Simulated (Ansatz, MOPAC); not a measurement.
Species: C2H5S, charge 0, multiplicity 2. SMILES: [CH2]SC

Atoms: C1, S2, C3, H4, H5, H6, H7, H8. Bonds: C1-S2, C1-H4, C1-H5, S2-C3, C3-H6, C3-H7, C3-H8.

Bond lengths (Å) and angles (degrees) optimised at PM7 with MOPAC; HF/3-21G with Ansatz (a quantum-chemistry and plane-wave program); MP2/6-31G* with Ansatz, each started from the B3LYP-D3(BJ)/def2-TZVP structure (Ansatz) of the last column. A row stands for all coordinates that are equal there; 9 of 15 kinds are shown. 6-31G* holds six Cartesian d functions. No wavenumbers were computed at MP2/6-31G*, so these may be saddle points.

| coordinate | PM7 | HF/3-21G | MP2/6-31G* | B3LYP-D3(BJ)/def2-TZVP |
|---|---|---|---|---|
| C1-S2 | 1.638 | 1.815 | 1.719 | 1.703 |
| C1-H4 | 1.069 | 1.071 | 1.083 | 1.079 |
| C1-H5 | 1.074 | 1.070 | 1.081 | 1.078 |
| S2-C3 | 1.824 | 1.887 | 1.808 | 1.810 |
| C3-H6 | 1.097 | 1.078 | 1.091 | 1.088 |
| C3-H7 | 1.094 | 1.078 | 1.091 | 1.089 |
| C1-S2-C3 | 105.5 | 100.1 | 100.3 | 101.6 |
| S2-C1-H4 | 126.6 | 119.3 | 120.1 | 121.4 |
| S2-C1-H5 | 120.1 | 116.1 | 116.7 | 117.4 |

Mean signed difference of all 7 bond lengths from B3LYP-D3(BJ)/def2-TZVP: PM7 -0.007 Å, HF/3-21G 0.020 Å, MP2/6-31G* 0.004 Å.
